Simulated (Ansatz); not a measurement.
# C3H5FOS: small, medium and large basis sets

One table from this session's results is given with a row withheld; the runs are named, their logs left out.

Program: Ansatz 0.2.0, Gaussian basis. Level of theory: one geometry, several basis sets. These are calculated values, not measurements.

The runs, in order: PBE0-D4/def2-SVP; ωB97M-V/def2-SVP; PBE0-D4/def2-QZVPP; ωB97M-V/def2-QZVPP; the functionals' def2-TZVPP values are taken from earlier runs.

## Structure used throughout

An earlier PBE0-D4 in a triple-zeta def2 set relaxation fixed the geometry.

SMILES `CSC1(F)CO1`, 11 atoms, charge 0, spin multiplicity 1.

Atoms are counted from 1 here; the program's logs count them from 0.

Bond lengths: C1–S2 1.802 Å, C1–H7 1.090 Å, C1–H8 1.089 Å, C1–H9 1.090 Å, S2–C3 1.769 Å, C3–F4 1.357 Å, C3–C5 1.452 Å, C3–O6 1.380 Å, C5–O6 1.438 Å, C5–H10 1.086 Å, C5–H11 1.086 Å. Angles: S2–C1–H7 106.3°, S2–C1–H8 110.9°, S2–C1–H9 110.5°, H7–C1–H8 109.2°, H7–C1–H9 109.2°, H8–C1–H9 110.6°, C1–S2–C3 98.6°, S2–C3–F4 113.3°, S2–C3–C5 122.3°, S2–C3–O6 119.7°, F4–C3–C5 117.8°, F4–C3–O6 112.7°, C5–C3–O6 61.0°, C3–C5–O6 57.0°, C3–C5–H10 120.3°, C3–C5–H11 117.8°, O6–C5–H10 115.3°, O6–C5–H11 114.6° and more.

The first run:

Input file in.yaml:

```yaml
crystal:
  periodic: [false, false, false]
  atoms:
    - {symbol: C, position_ang: [-0.800609, -1.036036, 1.499071]}
    - {symbol: S, position_ang: [0.542118, -1.172542, 0.305629]}
    - {symbol: C, position_ang: [0.114682, 0.196548, -0.729647]}
    - {symbol: F, position_ang: [-1.039406, 0.007758, -1.418665]}
    - {symbol: C, position_ang: [1.117337, 1.068547, -1.314601]}
    - {symbol: O, position_ang: [0.244791, 1.483898, -0.249502]}
    - {symbol: H, position_ang: [-0.637759, -1.823723, 2.234514]}
    - {symbol: H, position_ang: [-1.765292, -1.190173, 1.017562]}
    - {symbol: H, position_ang: [-0.770798, -0.067649, 1.997778]}
    - {symbol: H, position_ang: [2.162619, 0.960391, -1.042151]}
    - {symbol: H, position_ang: [0.897718, 1.515983, -2.279288]}
basis:
  gaussian: {orbitals: def2-SVP}
hamiltonian: {xc: pbe0, dispersion: d4}
output: {orbitals: {seedname: orbitals}}
```

Among the steps run: PBE0-D4 in def2-SVP; ωB97M-V in def2-SVP; PBE0-D4 in def2-QZVPP; ωB97M-V in def2-QZVPP.

One of the session's tables, all rows but one given; the rest of the session is left out.

It belongs to the step «Density functionals: the series». 

```
functional       basis  HOMO (eV)  LUMO (eV)
   PBE0-D4    def2-SVP          ?          ?
   PBE0-D4  def2-TZVPP      -7.05       0.45
   PBE0-D4  def2-QZVPP      -7.09       0.19
   ωB97M-V    def2-SVP      -9.21       3.11
   ωB97M-V  def2-TZVPP      -9.31       2.30
   ωB97M-V  def2-QZVPP      -9.35       1.67
```

**Question.** Estimate the row for PBE0-D4, def2-SVP.

The run gave: HOMO (eV): -6.98; LUMO (eV): 1.06. In the column «HOMO (eV)» it is the highest.
